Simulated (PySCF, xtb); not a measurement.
SiCl₄, SMILES Cl[Si](Cl)(Cl)Cl.

Harmonic wavenumbers (cm⁻¹) from GFN2-xTB in xtb 6.7.1 at its own minimum, in rising order: 111, 111, 173, 173, 173, 379, 512, 512, 512.

Task: What does PBE-D3(BJ)/def2-SVP run with PySCF 2.14.0 give at its own minimum? (The exact figures need the calculation; the answer reports its results.)

Result: 137, 137, 206, 206, 206, 403, 615, 615, 615. Paired by order, the mean absolute difference is 54 cm⁻¹ and the zero-point energies are 3.8 and 4.5 kcal/mol.
